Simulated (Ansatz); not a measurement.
Results of rVV10 (plane waves, PAW; Ansatz, a program for electronic structure) for CsCl-type TlCl.

Run with plane-wave cutoff 520 eV, 10×10×10 k mesh, Fermi–Dirac smearing 0.01 eV, scalar-relativistic PAW data made under PBE.

Computed points:

```json
[
 {"V (Å³/atom)": "26.599", "E − E_lowest (meV/atom)": "11.03", "P (GPa)": "2.213"},
 {"V (Å³/atom)": "27.165", "E − E_lowest (meV/atom)": "4.70", "P (GPa)": "1.386"},
 {"V (Å³/atom)": "27.730", "E − E_lowest (meV/atom)": "1.13", "P (GPa)": "0.652"},
 {"V (Å³/atom)": "28.296", "E − E_lowest (meV/atom)": "0.00", "P (GPa)": "0.000"},
 {"V (Å³/atom)": "28.862", "E − E_lowest (meV/atom)": "1.04", "P (GPa)": "-0.578"},
 {"V (Å³/atom)": "29.428", "E − E_lowest (meV/atom)": "4.01", "P (GPa)": "-1.091"},
 {"V (Å³/atom)": "29.994", "E − E_lowest (meV/atom)": "8.68", "P (GPa)": "-1.546"}
]
```

**Question.** Estimate the bulk modulus and its pressure derivative from these points.

**Answer.** V0 = 28.296 Å³/atom, B0 = 30.7 GPa, B′ = 5.0 (fit to the energies at full precision).

Measured, for comparison: equilibrium volume per atom 28.35 Å³/atom (temperature not stated, no zero-point or thermal correction; as tabulated in Wikipedia's data pages). Computed (rounded) less measured: equilibrium volume per atom -0.2 %.

Spin–orbit coupling is not included; it can shift volumes and moduli of such heavy elements.

Computing time: very roughly 26 core-seconds.
